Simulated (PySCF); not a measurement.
formic acid (CH₂O₂), SMILES O=CO. Heavy atoms are numbered as in [OH:1][CH:2]=[O:3]. Hydrogens are named by the atom that carries them.

Coordinates come from a PBE0-D3(BJ)/def2-TZVP optimisation. Other conformers were not sampled.

Level of theory: PBE0/pcSseg-2 run with PySCF.

GIAO shieldings, no solvent; atoms alike by connectivity are averaged. δ = σ(ref) − σ: ¹⁷O against H2O (σ = 327.8 ppm); ¹³C against TMS (σ = 186.1 ppm); ¹H against TMS (σ = 31.54 ppm), references at their B3LYP-D3(BJ)/def2-TZVP geometries, non-relativistic.

```tsv
atoms	nucleus	count	δ (ppm)
O3	¹⁷O	1	435.0
O1 (OH)	¹⁷O	1	…
C2 (CH)	¹³C	1	168.7
H on C2	¹H	1	7.99
H on O1	¹H	1	…
```

Problem. What belongs in the gaps? (Estimate from the structure and the level; the computed values follow.)

Solution. 
- O1 (OH), δ (ppm): 210.7
- H on O1, δ (ppm): 6.16
